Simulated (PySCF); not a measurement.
# Unknowns

[PySCF 2.14: couplings computed with B3LYP/pcJ-1; shielding tensors at PBE0/pcSseg-1 (GIAO); geometry from GFN2-xTB; no solvent model; rapidly exchanging positions averaged; non-relativistic Hamiltonian; one conformer]

Referencing at the same level of theory: TMS for $^{1}$H (σref 31.72), $^{13}$C (σref 186.93). Multiplet labels drop J under 1 Hz and among equivalent protons, and merge close values. Unscaled 3J(H,H) run several per cent high. Splittings of carbon signals by F and P are missing where no couplings were computed. Where no couplings were computed, multiplicities follow the n + 1 count of equivalent neighbours, and m marks all less simple cases (inequivalent or close neighbours, rings, F or P nearby). Acid and N–H amide carbonyl carbons lie up to 10 ppm further downfield in solution (hydrogen bonding). Shifts are as computed. Against solution values, carbons near 30 ppm lie about +3 ppm off and those near 130 ppm about +5 ppm. Of 1211 compounds with measured shifts, 218 miss one by over three times the rms of a fit or turn the order of signals round; such compounds aren't used in these exercises. OH and NH positions are gas-phase values without hydrogen bonding to other molecules.

Problem. C8H5FO2. $^{1}$H NMR (300 MHz, computed): δ 7.56 (m, 1H), 7.13 (m, 1H), 6.71 (br s, 1H), 3.78 (s, 2H). $^{13}$C{$^{1}$H} NMR (computed): δ 172.3 (C), 167.5 (C), 145.8 (C), 126.9 (C), 126.1 (CH), 123.1 (CH), 113.5 (C), 27.7 (CH2). What is it?

Solution. `c12c(C(=O)O)c(F)ccc1C2`. Rings plus π bonds: 6 (2 rings in the answer). 8 carbon signals for 8 carbons: no two carbons are equivalent. Carbon types of the structure: 5 × C, 2 × CH, 1 × CH2, leaving 1 H on heteroatoms. δC 172.3: aromatic carbon bearing fluorine; an ipso carbon deshielded by its heteroatom. δC 167.5: carboxylic acid carbon; it is a carbonyl in resonance with an O or N lone pair, the region of acids, esters and amides. δC 145.8, 126.9, 113.5: substituted aromatic carbon. δC 126.1, 123.1: aromatic CH.

The data come from this structure; uniqueness wasn't tested.

Problem. C5H12O3. $^{1}$H NMR (300 MHz, computed): δ 5.07 (s, 1H), 3.69 (q, 2H), 3.54 (s, 6H), 1.28 (t, 3H). $^{13}$C{$^{1}$H} NMR (computed): δ 122.3 (CH), 64.8 (CH2), 55.0 (CH3), 16.9 (CH3). What is it?

Solution. SMILES CCOC(OC)OC. The formula gives 0 degrees of unsaturation. 4 carbon signals for 5 carbons: some carbons are equivalent by symmetry or fast rotation. Carbon types of the structure: 1 × CH, 1 × CH2, 3 × CH3, which accounts for all hydrogens. δC 122.3: sp3 carbon bearing two oxygens; 3 electronegative neighbours deshield it. δC 64.8: sp3 CH2 bonded to O; deshielded by the electronegative neighbour. δC 55.0: methyl carbon bonded to O; deshielded by the electronegative neighbour. δH 3.69: hydrogen on an sp3 CH2 bonded to O; its carbon carries O, an electronegative neighbour.

This is the structure that produced the data.

Problem. CO2. $^{13}$C{$^{1}$H} NMR (computed): δ 130.3. Give a structure.

Solution. `O=C=O`. Rings plus π bonds: 2 (no ring in the answer). Carbon types of the structure: 1 × C. δC 130.3: central carbon of a heterocumulene.
